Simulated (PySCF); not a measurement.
Geometry:
```
atom   x (Å)   y (Å)   z (Å)
  C1  -1.541  -0.288   0.078
  C2  -0.367   0.669  -0.020
  N3   0.869   0.091   0.458
  C4   1.853  -0.328  -0.367
  O5   1.847  -0.230  -1.573
  H6  -2.451   0.185  -0.299
  H7  -1.352  -1.187  -0.512
  H8  -1.725  -0.590   1.112
  H9  -0.189   0.951  -1.058
 H10  -0.570   1.585   0.543
 H11   0.969  -0.106   1.439
 H12   2.697  -0.779   0.188
```

Geometry: PBE0-D3(BJ)/def2-TZVP; GIAO shifts from PySCF 2.14.0 with density-fitted response routines, gas phase, non-relativistic, averaged over equivalent atoms.

At B97-2/pcSseg-2 (278 basis functions, 22 s wall time on 1 thread of an Arm Neoverse V2, shared host):
```json
{"atoms": "C4", "δ (ppm)": "162.8"}
{"atoms": "C2", "δ (ppm)": "34.8"}
{"atoms": "C1", "δ (ppm)": "19.1"}
{"atoms": "N3", "δ (ppm)": "141.8"}
{"atoms": "O5", "δ (ppm)": "390.6"}
{"atoms": "H12", "δ (ppm)": "8.33"}
{"atoms": "H11", "δ (ppm)": "4.62"}
{"atoms": "H9/H10", "δ (ppm)": "3.48"}
{"atoms": "H6/H7/H8", "δ (ppm)": "1.03"}
```

δ = σ(ref) − σ, references computed at the same level: TMS for $^{13}$C (σref 185.38), $^{1}$H (σref 31.64); NH3 for $^{15}$N (σref 261.75); $^{17}$O (σref 327.66) against H2O.

Predict the values at KT3/pcSseg-2 on the same geometry.

## Answers


| atoms | δ at KT3/pcSseg-2 | change |
| --- | --- | --- |
| C4 | 152.5 | -10.3 |
| C2 | 35.6 | +0.8 |
| C1 | 19.4 | +0.3 |
| N3 | 143.9 | +2.1 |
| O5 | 372.2 | -18.4 |
| H12 | 8.40 | +0.07 |
| H11 | 4.56 | -0.06 |
| H9/H10 | 3.59 | +0.11 |
| H6/H7/H8 | 1.03 | +0.00 |

δ = σ(ref) − σ, references computed at the same level: TMS for $^{13}$C (σ = 183.24 ppm) and $^{1}$H (σ = 31.63 ppm); $^{15}$N (σ = 261.05 ppm) against NH3; $^{17}$O (σ = 325.30 ppm) vs H2O.

The largest change is at O5 (amide-type carbonyl oxygen). Cost: 278 basis functions, 36 s wall time on 1 thread of an Arm Neoverse V2, shared host. The order of the carbon signals is the same at both levels.

Hydrogen bonding in solution deshields acid and N–H amide carbonyl carbons by as much as 10 ppm beyond these values. Unscaled 17O shifts of doubly bonded oxygen tend to come out too high, by tens of ppm or more. Experimental scales use liquid or dissolved standards, which lie at an offset from isolated NH3 (liquid NH3: subtract about 20 ppm) and H2O (liquid H2O: subtract about 36 ppm).
